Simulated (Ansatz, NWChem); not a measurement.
**Predicting a hybrid from its neighbours: H2O2 (hydrogen peroxide)**

H2O2 has 4 atoms, charge 0, and is taken as a singlet. SMILES: `OO`. The coordinates come from a PBE0-D4/def2-TZVP relaxation.

The electronic atomisation energy y, in eV, basis def2-TZVPP; a is the functional's share of exact exchange. Programs: Ansatz 0.2.0, NWChem 7.3.0.

| functional | program | a | y (eV) |
| --- | --- | --- | --- |
| TPSS | NWChem | 0 | 11.58 |
| revPBE | Ansatz | 0 | 11.61 |
| B3LYP | Ansatz | 0.2 | ? |
| r2SCAN0 | Ansatz | 0.25 | 10.95 |
| PBE0 | Ansatz | 0.25 | 11.39 |
| BHLYP | Ansatz | 0.5 | 10.47 |

Problem. Fit y = c + s·a to the known rows and predict B3LYP.

Solution. 
1. Means of the 5 rows: a = 0.2000, y = 11.200.
2. Σ(Δa)² = 0.175, Σ(Δa·Δy) = -0.38, so the slope is -0.38/0.175 = -2.1714.
3. Intercept: 11.200 − (-2.1714) × 0.2000 = 11.634. The largest residual of the fit is 0.30.
4. B3LYP: 11.634 + (-2.1714) × 0.2 = 11.20 eV.

The run gave 11.54 eV, so the prediction is off by -0.34 eV, about the scatter of the fit. The rows mix families of semi-local functionals, which the line can't see.
